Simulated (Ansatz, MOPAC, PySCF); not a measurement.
System: nitrous oxide, N₂O, charge 0, multiplicity 1. SMILES: N#[N+][O-]
Geometry from a B3LYP-D3(BJ)/def2-TZVP (Ansatz, a first-principles code) optimisation:
```xyz
3

N      0.0000     0.0000    -1.1943
N      0.0000     0.0000    -0.0734
O      0.0000     0.0000     1.1093
```

Quantity: enthalpy of formation at 298 K, in kcal/mol. Terms: non-relativistic; no dispersion term unless named; valence correlation only; LANL2DZ all-electron up to Ne; spin-orbit terms left out; six Cartesian d functions in 6-31G* and its kin unless marked 5d; UHF or UKS for open shells; 6-311+G** with 5d. CBS marks a two-point X^-3 extrapolation of the correlation energy; Hartree-Fock from the larger set. First-principles rows: single points at B3LYP-D3(BJ) geometries (Ansatz), with unscaled harmonic terms from B3LYP/6-31G* at its own minima, enthalpies of formation by atomisation with measured atoms. Semi-empirical rows: MOPAC heats of formation at their own minima for 298 K.

Measured values: Active Thermochemical Tables 1.112 (ions: stationary electron), as tabulated in the package chemicals; they hold spin-orbit and core effects, anharmonicity. 

Value to compare with, the measured value: 19.7 kcal/mol.

| level | program | enthalpy of formation at 298 K (kcal/mol) | error |
|---|---|---|---|
| AM1 | MOPAC | 28.4 | 8.7 |
| PM3 | MOPAC | 25.4 | 5.7 |
| PBE/LANL2DZ | Ansatz | 43.2 | 23.5 |
| B3LYP/def2-SVP | Ansatz | 10.9 | -8.8 |
| M06-2X/6-31G* (5d) | PySCF | 27.9 | 8.2 |
| MP2/6-311+G** | Ansatz | 31.7 | 12.0 |
| PBE/def2-TZVPD | Ansatz | -20.1 | -39.8 |
| r2SCAN-D4/def2-TZVPD | Ansatz + dftd4 | 15.0 | -4.7 |
| wB97X-V/def2-TZVPD | Ansatz | 15.4 | -4.3 |
| CCSD(T)/CBS(aug-cc-pVTZ,aug-cc-pVQZ) | Ansatz | 21.3 | 1.6 |

Among the 6 habitual levels, PBE/LANL2DZ lies farthest from the measured value (23.5 kcal/mol) and PM3 nearest (5.7); 5 of 6 lie above it, and their mean absolute error is 11.2 kcal/mol, the median 8.8. One case shows no general order.

The levels are drawn from those run, B3LYP/6-31G* more often than the rest, none by its result; runs whose electronic state is in doubt are left out.
